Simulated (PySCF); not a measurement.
## Frontier levels across methods

Species: C4H6F2.
Atom-mapped SMILES: `[CH3:1][C@H:2]([F:3])/[CH:4]=[CH:5]\[F:6]` (hydrogens: H7, H8, H9 on C1; H10 on C2; H11 on C4; H12 on C5)

Geometry (PBE0-D3(BJ)/def2-SVP, Å), atoms numbered from 1 in this order:
```
atom  x, y, z in Å
C1    -1.570    0.104    0.299
C2    -0.386   -0.335   -0.535
F3    -0.642   -1.607   -1.021
C4     0.892   -0.374    0.240
C5     1.907    0.466    0.070
F6     1.885    1.442   -0.835
H7    -1.693   -0.559    1.169
H8    -2.490    0.064   -0.301
H9    -1.427    1.132    0.661
H10   -0.266    0.333   -1.405
H11    0.991   -1.146    1.008
H12    2.838    0.447    0.644
```

Basis pcSseg-2 throughout (PySCF), one geometry. The structure is a single PBE0-D3(BJ)/def2-SVP conformer in the gas phase; no vibrational or solvent corrections.

**Question.** How do the orbital energies, the gap and the dipole change with the method?

**Answer.** 
```tsv
method	kind	HOMO (eV)	LUMO (eV)	gap (eV)	μ (D)	SCF cycles
BLYP	GGA	-6.37	-0.99	5.38	1.77	15
OPBE	GGA	-6.43	-0.95	5.49	1.70	16
B97-D	GGA	-6.45	-0.99	5.46	1.76	15
PBE	GGA	-6.50	-1.10	5.40	1.75	16
KT2	GGA	-6.53	-1.09	5.44	1.77	16
KT3	GGA	-6.53	-1.06	5.48	1.74	16
BP86	GGA	-6.59	-1.17	5.41	1.76	16
LDA	LDA	-6.70	-1.36	5.34	1.82	15
B97-2	global hybrid	-7.48	-0.12	7.36	1.84	14
B3LYP	global hybrid	-7.54	-0.34	7.20	1.86	14
PBE0	global hybrid	-7.75	-0.07	7.67	1.85	14
mPW1PW91	global hybrid	-7.77	-0.08	7.68	1.86	14
BHandHLYP	global hybrid	-8.87	0.98	9.84	1.97	12
CAM-B3LYP	range-separated hybrid	-9.14	1.02	10.16	1.92	13
wB97X-D	range-separated hybrid	-9.61	1.77	11.37	1.87	13
HF	Hartree–Fock	-10.47	2.72	13.20	2.06	11
LC-wPBE	range-separated hybrid	-10.50	2.22	12.72	1.92	14
```

The HOMO spans 4.12 eV, from BLYP down to LC-wPBE, and the gap runs from 5.34 eV (LDA) to 13.20 eV (HF). Over the methods BLYP (0 %), OPBE (0 %), B97-D (0 %), PBE (0 %), KT2 (0 %), KT3 (0 %), BP86 (0 %), LDA (0 %), B97-2 (21 %), B3LYP (20 %), PBE0 (25 %), mPW1PW91 (25 %), BHandHLYP (50 %), HF (100 %), a straight line through the gap against the share of exact exchange rises by 0.80 eV for each 10 % (correlation coefficient 0.997). The dipole ranges from 1.70 D (OPBE) to 2.06 D (HF). This basis has no diffuse functions.
